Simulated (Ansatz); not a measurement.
**CH2NO (doublet): wave-function methods side by side at distance O1–H3 along a hydrogen transfer = 1.005 Å, cc-pVDZ**

Aim: climb from Hartree-Fock through coupled cluster and multireference methods for CH2NO (doublet) at one geometry and basis, and see what each rung misses.

Computed with Ansatz 0.2.0, Gaussian basis. Level: cc-pVDZ, core rule «outside noble gas», up to 3 orbitals frozen.

To be run: UHF; CCSD(T) on ROHF; CCSD(T) on UHF; BCCD(T) on ROHF; CISD; CCSDT(Q) on ROHF; CCSDT(Q) on UHF; CASSCF and MRCISD+Q, 3 electrons in 3 orbitals; CASSCF and NEVPT2, 3 electrons in 3 orbitals.

### 1 The geometry

The geometry derives from fragments relaxed apart (PBE0/def2-TZVP) and kept rigid, so it is no stationary point. A hydrogen atom is moved between rigid fragments.

5 atoms, charge 0, spin multiplicity 2.

Atoms are counted from 1 here; the program's logs count them from 0.

Bond lengths: O1–H2 0.960 Å, O1–H3 1.005 Å, H3–C5 1.363 Å, N4–C5 1.160 Å. Angles: H2–O1–H3 105.1°, O1–H3–C5 180.0°, H3–C5–N4 180.0°.

### 2 UHF

The input, in.yaml:

```yaml
crystal:
  periodic: [false, false, false]
  atoms:
    - {symbol: O, position_ang: [-1.330355, -0.185315, 0.000000]}
    - {symbol: H, position_ang: [-1.579664, 0.741261, 0.000000]}
    - {symbol: H, position_ang: [-0.325355, -0.185315, 0.000000]}
    - {symbol: N, position_ang: [2.197729, -0.185315, 0.000000]}
    - {symbol: C, position_ang: [1.037645, -0.185315, 0.000000]}
basis:
  gaussian: {orbitals: cc-pVDZ}
magnetization: {spin_polarized: true, initial_magnetization: 1}
hamiltonian: {xc: hf}
output: {orbitals: {seedname: orbitals}}
```

The run is started by

```console
$ ansatz run in.yaml --threads 1 --pin off --events-out ev --progress --plain --max-ram 2816MiB --backend cpu
```

After this run come: CCSD(T) on ROHF; CCSD(T) on UHF; BCCD(T) on ROHF; CISD; CCSDT(Q) on ROHF; CCSDT(Q) on UHF; CASSCF and MRCISD+Q, 3 electrons in 3 orbitals; CASSCF and NEVPT2, 3 electrons in 3 orbitals.

Before running them: what should the planned runs give, taken together? Wanted: RCCSDT(Q) below the RHF energy; RMP2 from RCCSDT(Q); UMP2 from RCCSDT(Q); RCCSD from RCCSDT(Q); RCCSD(T) from RCCSDT(Q); UCCSD(T) from RCCSDT(Q); UCCSDT(Q) from RCCSDT(Q); NEVPT2 pair from RCCSDT(Q); MRCISD+Q pair from RCCSDT(Q).

**Answer**, as computed:

| quantity | value |
| --- | --- |
| RCCSDT(Q) below the RHF energy | -14.4088 eV |
| RMP2 from RCCSDT(Q) | +21.48 kcal/mol |
| UMP2 from RCCSDT(Q) | +39.82 kcal/mol |
| RCCSD from RCCSDT(Q) | +13.78 kcal/mol |
| RCCSD(T) from RCCSDT(Q) | +1.92 kcal/mol |
| UCCSD(T) from RCCSDT(Q) | +2.76 kcal/mol |
| UCCSDT(Q) from RCCSDT(Q) | -0.09 kcal/mol |
| NEVPT2 pair from RCCSDT(Q) | +22.91 kcal/mol |
| MRCISD+Q pair from RCCSDT(Q) | +11.39 kcal/mol |
| levels within 1 kcal/mol (43 meV) | UCCSDT(Q) |
| T1 diagnostic | 0.031 |

RCCSD(T) lands +1.92 kcal/mol from the yardstick (0.6 % of the correlation energy). CCSD(T) misses by +1.92 kcal/mol on the restricted determinant and by +2.76 kcal/mol on the unrestricted one; the two need not hold the same state or core. Of the multireference levels listed MRCISD+Q pair comes nearest in total energy (+11.39 kcal/mol), which doesn't show that its space is the better one. These misses are within one basis, not against nature; the frozen cores of restricted and unrestricted runs differ, which can shift their rows.
